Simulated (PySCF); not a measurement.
XPS shifts beside NMR shieldings

Compound: vinylcyanoacetylene, C5H3N.
Structure used (PBE0-D3(BJ)/def2-SVP), in Å, numbered top down from 1:
```
atom  x, y, z in Å
C1    -1.6103   -1.0007   -0.5726
C2    -0.4853   -1.0416    0.1580
C3     0.4080    0.0509    0.2879
C4     1.1881    0.9807    0.4096
C5     2.0654    2.0270    0.5445
N6     2.8104    2.9137    0.6588
H7    -1.9031   -0.1005   -1.1184
H8    -2.2628   -1.8740   -0.6381
H9    -0.2104   -1.9554    0.6977
```

Binding energies: delta-SCF UKS SCAN, pcX-2 on the ionised atom, pcseg-1 elsewhere, spin-free X2C in PySCF. Shieldings: GIAO PBE/pcSseg-2, non-relativistic, same geometry.

| atom | C 1s (eV) |
| --- | --- |
| C1 | 291.07 |
| C2 | 292.11 |
| C3 | 291.70 |
| C4 | 291.66 |
| C5 | 292.61 |

Q: What are the absolute isotropic shieldings of these atoms?

A: 
| atom | environment | C 1s (eV) | isotropic shielding (ppm) |
| --- | --- | --- | --- |
| C1 | terminal =CH2 carbon | 291.07 | 30.7 |
| C4 | alkyne carbon | 291.66 | 105.3 |
| C3 | alkyne carbon | 291.70 | 95.4 |
| C2 | alkene CH carbon | 292.11 | 55.5 |
| C5 | nitrile carbon | 292.61 | 69.2 |

Q: Among the listed atoms, is the one with the highest binding energy also the least shielded?

A: No. The highest binding energy is at C5 (292.61 eV, shielding 69.2 ppm), the lowest shielding at C1 (30.7 ppm, 291.07 eV).

By binding energy: C1 < C4 ≈ C3 < C2 < C5. By shielding: C1 < C2 < C5 < C3 < C4.

Spin contamination (⟨S²⟩ against 0.75 for a pure doublet) is marked for C 1s of C2 (0.93), C 1s of C3 (0.99), C 1s of C4 (0.87) and C 1s of C5 (0.90), which makes these values less certain. Geometry: PBE0-D3(BJ)/def2-SVP; no solvent, vibrations or thermal averaging.
